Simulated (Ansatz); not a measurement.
Process, species as SMILES: CC(N)=O → C(C)(=O)[NH-] + H+
B3LYP-D3(BJ)/def2-TZVP geometries, fixed; electronic energies without zero-point terms.

The deprotonation energy at CCSD(T) with Ansatz (a quantum-chemistry and plane-wave program), in kcal/mol, split into its Hartree-Fock and correlation parts. Cores are frozen. Species with rotatable bonds are taken in one conformer. The proton leaves the site shown, which need not be the most acidic. No added dispersion term, no relativity. Functions are those of the species that has most. These sets lack the diffuse functions that anions need.

```tsv
basis	X	functions	Hartree-Fock	CCSD(T)
cc-pVDZ	2	81	386.79	384.52
cc-pVTZ	3	190	382.74	376.75
cc-pVQZ	4	370	380.45	372.73
cc-pV5Z	5	639	379.20	370.50
```

Worked estimate of the basis-set limit from each neighbouring pair, with Hartree-Fock from the larger set and the correlation part extrapolated as X^-3.
Correlation parts: X = 2: -2.27, X = 3: -5.99, X = 4: -7.72, X = 5: -8.70.
- (2,3): (27·(-5.99) - 8·(-2.27))/19 = -7.56; with Hartree-Fock 382.74 the estimate is 375.18 kcal/mol.
- (3,4): (64·(-7.72) - 27·(-5.99))/37 = -8.98; with Hartree-Fock 380.45 the estimate is 371.47 kcal/mol.
- (4,5): (125·(-8.70) - 64·(-7.72))/61 = -9.73; with Hartree-Fock 379.20 the estimate is 369.47 kcal/mol.
The last two estimates differ by 2.00 kcal/mol; the largest set lies 1.03 from the last. Over the last step Hartree-Fock moves by -1.25 and the correlation part by -0.98.
